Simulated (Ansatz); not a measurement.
# CCl+ (quintet): from Hartree-Fock to the top rungs, def2-TZVPP

The task here is to estimate one member of a computed series from the others.

Method: def2-TZVPP, core rule «outside noble gas», up to 6 orbitals frozen; program: Ansatz 0.2.0, Gaussian basis.

The runs, in order: UHF; ROHF; CCSD(T) on UHF.

### The system

The geometry is a PBE0/def2-TZVP stationary point (not a proven minimum) of the parent state, kept for this charge and spin.

2 atoms, charge 1, spin multiplicity 5.

Atoms are counted from 1 here; the program's logs count them from 0.

Bond lengths: C1–Cl2 1.644 Å.

The first run:

in.yaml

```yaml
crystal:
  periodic: [false, false, false]
  atoms:
    - {symbol: C, position_ang: [0.000000, 0.000000, 0.000000]}
    - {symbol: Cl, position_ang: [0.000000, 0.000000, 1.644200]}
basis:
  gaussian: {orbitals: def2-TZVPP}
total_charge: 1
magnetization: {spin_polarized: true, initial_magnetization: 4}
hamiltonian: {xc: hf}
output: {orbitals: {seedname: orbitals}}
```

On the command line:

```console
ansatz run in.yaml --threads 1 --pin off --events-out ev --progress --plain --max-ram 4096MiB --backend cpu
```

Among the steps run: UHF; ROHF; CCSD(T) on UHF.

One table of the session follows, with a row left open; its other results are not shown here.

| method | from UCCSD(T) (kJ/mol) |
| --- | --- |
| ROHF | +667.8 |
| UHF | +647.1 |
| UMP2 | ? |
| UCCSD | +23.1 |
| UCCSD(T) | 0 |

**Question.** Estimate the row for UMP2.

The run gave: from UCCSD(T) (kJ/mol): +108.4. In the column «from UCCSD(T) (kJ/mol)» it lies between UCCSD (+23.1) and UHF (+647.1).
